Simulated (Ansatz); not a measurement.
Compare A (`C=CC(=C)O`) with its isomer B (`OC1=CCC1`).

Calculated with Ansatz (gas phase, PBE0-D4/def2-TZVP geometries, no zero-point term in ΔE). CCSD(T)/CBS is the MP2 limit (def2-TZVPP, def2-QZVPP) plus CCSD(T) − MP2 in def2-TZVPP, frozen cores. DFT in def2-TZVPP. B3LYP here is the variant with VWN-RPA as its local correlation; programs differ in this. Each species was taken in one conformer, which may not be the lowest.

Which isomer does CCSD(T)/CBS put lower? Give the gap. (Estimate.)

The calculation gave: A, by 42.9 kJ/mol.

Give E(B) − E(A) in kJ/mol with HF/def2-TZVPP, PBE0-D4, B3LYP, r2SCAN-D4, ωB97M-V, B3LYP-D4, B2PLYP. (Estimate.)

Computed: HF/def2-TZVPP 58.0, PBE0-D4 27.1, B3LYP 56.0, r2SCAN-D4 45.5, ωB97M-V 36.6, B3LYP-D4 56.0, B2PLYP 49.9. None reverses the order clearly.

Largest T1 diagnostic: 0.012.

From PBE to PBE0 (25 % exact exchange), in def2-TZVPP and without D4, E(B) − E(A) moves by −7.7 kJ/mol. In def2-TZVPP, CCSD(T) changes the Hartree–Fock value by −15.4 kJ/mol (the triples alone add +1.2 kJ/mol) and MP2 by −24.9 kJ/mol.
